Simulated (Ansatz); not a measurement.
Species: HCl, charge 1, multiplicity 2. SMILES of the parent species: Cl

Atoms: Cl1, H2. Bonds: Cl1-H2.

Bond lengths (Å) and angles (degrees) optimised at HF/6-31G* with Ansatz (a program for electronic structure); PBE/6-31G* with Ansatz; B3LYP/6-31G* with Ansatz, each started from the B3LYP-D3(BJ)/def2-TZVP structure (Ansatz) of the last column. A row stands for all coordinates that are equal there. 6-31G* holds six Cartesian d functions.

| coordinate | HF/6-31G* | PBE/6-31G* | B3LYP/6-31G* | B3LYP-D3(BJ)/def2-TZVP |
|---|---|---|---|---|
| Cl1-H2 | 1.294 | 1.333 | 1.324 | 1.325 |

Mean signed difference of all 1 bond lengths from B3LYP-D3(BJ)/def2-TZVP: HF/6-31G* -0.032 Å, PBE/6-31G* 0.008 Å, B3LYP/6-31G* -0.001 Å.
